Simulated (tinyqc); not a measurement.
CIS on RHF in the sto-3g basis, frozen core, for H2O, spin multiplicity 1, step by step. One step of it, computed by the program tinyqc.

Task: CIS matrix, triplets. A(ia,jb) = (e_a - e_i) d_ij d_ab - (ij|ab).

orbital energies (hartree): MO1 -20.239712, MO2 -1.224098, MO3 -0.588027, MO4 -0.423617, MO5 -0.380953, MO6 0.508067, MO7 0.682328

Two-electron integrals over orbitals (pq|rs), unique and non-zero (hartree); the lowest 1 orbital is frozen and left out:
```
(22|22) 0.721999    (32|22) 0.007143    (32|32) 0.137720    (33|22) 0.624318
(33|32) -0.003597   (33|33) 0.608294    (42|22) -0.011820   (42|32) 0.002245
(42|33) 0.005160    (42|42) 0.128651    (43|22) 0.008438    (43|32) 0.025669
(43|33) 0.003849    (43|42) -0.008551   (43|43) 0.050417    (44|22) 0.674522
(44|32) -0.008191   (44|33) 0.580977    (44|42) -0.101690   (44|43) 0.009973
(44|44) 0.752094    (52|52) 0.147670    (53|52) -0.004722   (53|53) 0.027305
(54|52) -0.043475   (54|53) 0.002620    (54|54) 0.051442    (55|22) 0.750449
(55|32) -0.004547   (55|33) 0.611001    (55|42) -0.072040   (55|43) 0.011314
(55|44) 0.715739    (55|55) 0.880159    (62|22) -0.132078   (62|32) 0.011500
(62|33) -0.065882   (62|42) -0.027473   (62|43) -0.005135   (62|44) -0.078056
(62|55) -0.147359   (62|62) 0.094977    (63|22) 0.032040    (63|32) 0.042516
(63|33) 0.017712    (63|42) -0.011334   (63|43) 0.035492    (63|44) 0.022781
(63|55) 0.036300    (63|62) -0.016436   (63|63) 0.081035    (64|22) -0.110803
(64|32) -0.011632   (64|33) -0.043662   (64|42) 0.032114    (64|43) -0.008601
(64|44) -0.124414   (64|55) -0.129309   (64|62) 0.061262    (64|63) -0.026604
(64|64) 0.080155    (65|52) -0.055410   (65|53) 0.005655    (65|54) -0.002092
(65|65) 0.035867    (66|22) 0.591096    (66|32) -0.028983   (66|33) 0.555654
(66|42) 0.053810    (66|43) -0.018782   (66|44) 0.543054    (66|55) 0.574794
(66|62) -0.086889   (66|63) -0.014273   (66|64) -0.041521   (66|66) 0.591627
(72|22) 0.030543    (72|32) 0.047809    (72|33) 0.009392    (72|42) -0.001097
(72|43) -0.028955   (72|44) 0.021899    (72|55) 0.032891    (72|62) -0.007568
(72|63) -0.028629   (72|64) -0.015092   (72|66) 0.017707    (72|72) 0.067854
(73|22) 0.152013    (73|32) -0.016075   (73|33) 0.088709    (73|42) -0.070882
(73|43) 0.002163    (73|44) 0.155217    (73|55) 0.194404    (73|62) -0.070963
(73|63) 0.012239    (73|64) -0.081848   (73|66) 0.045114    (73|72) 0.020486
(73|73) 0.151226    (74|22) 0.006020    (74|32) -0.070915   (74|33) 0.006781
(74|42) 0.001190    (74|43) -0.003485   (74|44) 0.012987    (74|55) 0.011036
(74|62) -0.012290   (74|63) -0.046897   (74|64) 0.004963    (74|66) 0.024509
(74|72) -0.015590   (74|73) 0.018082    (74|74) 0.065115    (75|52) 0.011768
(75|53) 0.023235    (75|54) -0.001261   (75|65) -0.002191   (75|75) 0.025869
(76|22) -0.003740   (76|32) -0.090111   (76|33) 0.006376    (76|42) -0.010877
(76|43) -0.051543   (76|44) 0.013029    (76|55) 0.004912    (76|62) 0.002646
(76|63) -0.064786   (76|64) 0.013264    (76|66) 0.031507    (76|72) 0.004188
(76|73) 0.022312    (76|74) 0.052534    (76|76) 0.106580    (77|22) 0.620437
(77|32) 0.034139    (77|33) 0.593813    (77|42) -0.017931   (77|43) 0.021576
(77|44) 0.595763    (77|55) 0.621553    (77|62) -0.064636   (77|63) 0.042698
(77|64) -0.053209   (77|66) 0.542727    (77|72) 0.014497    (77|73) 0.093710
(77|74) -0.016950   (77|76) -0.030309   (77|77) 0.622923
```

Give: CIS matrix A, triplet.

Result:

CIS matrix A, triplet (hartree), lower triangle:
```
        2>6     2>7     3>6     3>7     4>6    4>7     5>6    5>7
2>6   1.141
2>7   0.004   1.286
3>6   0.029   0.090   0.540
3>7   0.090  -0.034  -0.006   0.677
4>6  -0.054   0.011   0.019   0.052   0.389
4>7   0.011   0.018   0.052  -0.022  -0.013  0.510
5>6   0.000   0.000   0.000   0.000   0.000  0.000   0.314
5>7   0.000   0.000   0.000   0.000   0.000  0.000  -0.005  0.442
```
